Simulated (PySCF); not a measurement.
# NaF: energy against distance

Set-up: Na x2c-TZVPPall, F x2c-TZVPPall; spin-free X2C with a Gaussian nucleus (PySCF 2.14). Energies in eV from Na + F in their ground configurations at the same level. State: ¹Σ⁺ (singlet), closed shell.

All columns are PBE0. A positive dipole means Na(−)F(+).

```
R (Å)  E (eV)  μ (D)  Mulliken charge on Na (basis-dependent)  HOMO (eV)  LUMO (eV)  Mayer bond order  ⟨S²⟩
1.656  -3.935  -6.85                                     0.74      -7.08      -1.20              0.49  0.00
1.733  -4.290  -7.15                                     0.75      -7.03      -1.27              0.48  0.00
1.810  -4.481  -7.44                                     0.75      -6.88      -1.34              0.48  0.00
1.868  -4.547  -7.67                                     0.75      -6.76      -1.40              0.48  0.00
1.926  -4.564  -7.90                                     0.75      -6.65      -1.45              0.48  0.00
1.984  -4.545  -8.12                                     0.75      -6.55      -1.51              0.48  0.00
2.061  -4.478  -8.43                                     0.75      -6.41      -1.58              0.48  0.00
2.157  -4.349  -8.81                                     0.75      -6.24      -1.68              0.48  0.00
2.273  -4.154  -9.27                                     0.74      -6.04      -1.79              0.49  0.00
2.427  -3.864  -9.88                                     0.74      -5.80      -1.94              0.49  0.00
```

A fit through these points gives, at Re = 1.922 Å, μ = -7.88 D and dμ/dR = -3.92 D/Å; the reduced mass is 10.4 u.

Task: How strong is the fundamental in the double-harmonic approximation, I = 42.26·(dμ/dR)²/μred km/mol?

Result: I = 42.26·(-3.92)²/10.4 = 62.4 km/mol at PBE0.
